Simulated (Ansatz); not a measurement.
# BNH (doublet): from Hartree-Fock to the top rungs at scale of all distances = 0.869, 6-31G

How much of the correlation energy of BNH (doublet) does each wave-function method recover here?

Method: 6-31G, core rule «outside noble gas», up to 2 orbitals frozen; program: Ansatz 0.2.0, Gaussian basis.

To be run: UHF; CCSD(T) on ROHF; CCSD(T) on UHF; BCCD(T) on ROHF; CISD as a restricted active space (open shells left free, so some higher excitations enter); CCSDT(Q) on ROHF; CCSDT(Q) on UHF; CISDTQ; CCSDTQ on ROHF; CASSCF and MRCISD+Q, 3 electrons in 3 orbitals; CASSCF and NEVPT2, 3 electrons in 3 orbitals; CASSCF and MRCISD+Q, 9 electrons in 9 orbitals; CASSCF and NEVPT4(SD), 9 electrons in 9 orbitals; CASSCF and NEVPT2, 9 electrons in 9 orbitals; Full CI.

17 further runs of the same task are left out: 2 for a known fault of the program, 13 that didn't finish, 2 set aside as unsound or not needed. Runs told in other sessions of the task aren't counted.

### Step 1. The geometry

The geometry derives from a PBE0/def2-TZVP stationary point (not a proven minimum). All distances are scaled together.

3 atoms, charge 0, spin multiplicity 2.

Atoms are counted from 1 here; the program's logs count them from 0.

Bond lengths: B1–N2 1.135 Å, B1–H3 1.020 Å. Angles: N2–B1–H3 180.0°.

Geometry (Å):

```xyz
3
charge 0, multiplicity 2
B     0.00000    0.00000    0.03817
N     0.00000    0.00000   -1.09645
H     0.00000    0.00000    1.05828
```

### Step 2. UHF

in.yaml

```yaml
crystal:
  periodic: [false, false, false]
  atoms:
    - {symbol: B, position_ang: [0.000000, 0.000000, 0.038169]}
    - {symbol: N, position_ang: [0.000000, 0.000000, -1.096451]}
    - {symbol: H, position_ang: [0.000000, 0.000000, 1.058282]}
basis:
  gaussian: {orbitals: 6-31G}
magnetization: {spin_polarized: true, initial_magnetization: 1}
hamiltonian: {xc: hf}
output: {orbitals: {seedname: orbitals}}
```

The run is started by

```
ansatz run in.yaml --threads 1 --pin off --events-out ev --progress --plain --max-ram 2393MiB
```

Further steps of the session: CCSD(T) on ROHF; CCSD(T) on UHF; BCCD(T) on ROHF; CISD as a restricted active space (open shells left free, so some higher excitations enter); CCSDT(Q) on ROHF; CCSDT(Q) on UHF; CISDTQ; CCSDTQ on ROHF; CASSCF and MRCISD+Q, 3 electrons in 3 orbitals; CASSCF and NEVPT2, 3 electrons in 3 orbitals; CASSCF and MRCISD+Q, 9 electrons in 9 orbitals; CASSCF and NEVPT4(SD), 9 electrons in 9 orbitals; CASSCF and NEVPT2, 9 electrons in 9 orbitals; Full CI.

Before running them: what should the planned runs give, taken together? Wanted: FCI from the RHF energy; RMP2 from FCI; UMP2 from FCI; RCCSD from FCI; RCCSD(T) from FCI; UCCSD(T) from FCI; RCCSDT(Q) from FCI; UCCSDT(Q) from FCI; NEVPT2 valence from FCI.

As calculated:

```
                         quantity                                                                                         value
          FCI from the ROHF energy                                                                                    -4.2981 eV
                    RMP2 from FCI                                                                                  +59.0 kJ/mol
                    UMP2 from FCI                                                                                  +61.9 kJ/mol
                   RCCSD from FCI                                                                                  +14.3 kJ/mol
                RCCSD(T) from FCI                                                                                   +2.6 kJ/mol
                UCCSD(T) from FCI                                                                                   +3.0 kJ/mol
               RCCSDT(Q) from FCI                                                                                    0.0 kJ/mol
               UCCSDT(Q) from FCI                                                                                   -0.1 kJ/mol
          NEVPT2 valence from FCI                                                                                  +34.3 kJ/mol
      NEVPT4(SD) valence from FCI                                                                                   +5.3 kJ/mol
        MRCISD+Q valence from FCI                                                                                   +2.0 kJ/mol
levels within 1 kcal/mol (43 meV)  RCCSD(T), UCCSD(T), BCCD(T), RCCSDT, UCCSDT, RCCSDT(Q), UCCSDT(Q), RCCSDTQ, MRCISD+Q valence
                    T1 diagnostic                                                                                         0.027
   effectively unpaired electrons                                                                                          1.06
```

In words: RCCSD(T) misses by +2.6 kJ/mol, 0.6 % of the correlation energy. One determinant dominates. Of the multireference levels listed MRCISD+Q valence comes nearest in total energy (+2.0 kJ/mol), which doesn't show that its space is the better one. Coupled cluster took another determinant than the lowest Hartree-Fock one. These misses are within one basis, not against nature; the frozen cores of restricted and unrestricted runs differ, which can shift their rows.

Levels on UHF freeze UHF's core orbitals, full CI those of ROHF, so the U rows can settle a little off it for that reason alone.

With open shells the CI space here admits some higher excitations, so it is larger than plain CISD.
